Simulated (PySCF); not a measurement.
**C(OH)2, singlet: computed properties**

Method: PBE0 in PySCF with C def2-TZVP, O def2-TZVP, H def2-TZVP; no relativity; density-fitted integrals.

The structure is a minimum.

```json
{
  "Point group": "C2v",
  "Bond lengths": "C–O 1.317 Å (×2), O–H 0.962 Å (×2)",
  "Bond angles": "C–O–H 106.4° (×2), O–C–O 105.2°",
  "Rotational symmetry number": "2",
  "Dipole moment": "0.56 D",
  "Enthalpy at 298.15 K above 0 K": "10.99 kJ/mol",
  "Lowest empty level": "-0.16 eV",
  "Zero-point energy": "89.3 kJ/mol",
  "Principal polarisabilities": "16.7, 19.5, 28.7 bohr³",
  "Rotational constants": "2.895, 0.4043, 0.3548 cm⁻¹",
  "Principal quadrupole moments (Buckingham, traceless) about the centre of mass": "-7.73, -2.92, 10.65 D Å",
  "Atomisation energy without zero-point energy": "1907 kJ/mol",
  "Heat capacity Cp at 298.15 K": "46.8 J/(mol K)",
  "Highest occupied level": "-6.80 eV",
  "Entropy at 298.15 K and 1 bar": "242.9 J/(mol K)"
}
```

Harmonic modes (masses in u: C 12.000, O 15.995, H 1.008):
```csv
symmetry,ω (cm⁻¹),IR (km/mol)
a1,650,12.5
a2,677,0.0
b1,741,191
b2,1152,456
a1,1162,3.4
b2,1376,78.8
a1,1434,136
b2,3864,254
a1,3868,25.9
```

In C2v the vibrations span 4a1 + a2 + b1 + 3b2. Here b1 is antisymmetric to the molecular plane and b2 lies in it. The a2 mode carries no infrared intensity, as symmetry demands.

Charges (e):
```json
{"atom": "C1", "Mulliken": "-0.15", "Löwdin": "-0.58", "polar tensor": "0.58", "Mayer order to C1": "–"}
{"atom": "O2,3", "Mulliken": "-0.28", "Löwdin": "0.10", "polar tensor": "-0.62", "Mayer order to C1": "1.19"}
{"atom": "H4,5", "Mulliken": "0.35", "Löwdin": "0.19", "polar tensor": "0.33", "Mayer order to C1": "0.01"}
```
Other Mayer orders above 0.3: O–H 0.87 (×2).

Mulliken populations on C1: s 3.89, p 2.09, d 0.15, f 0.02.

Other isomers or separated fragments may lie lower.

The final relaxation and frequency run took 31 s on 4 threads of a shared Arm Neoverse N1 host, with 105 basis functions and 15 gradients; the process peaked at 1.4 GiB.
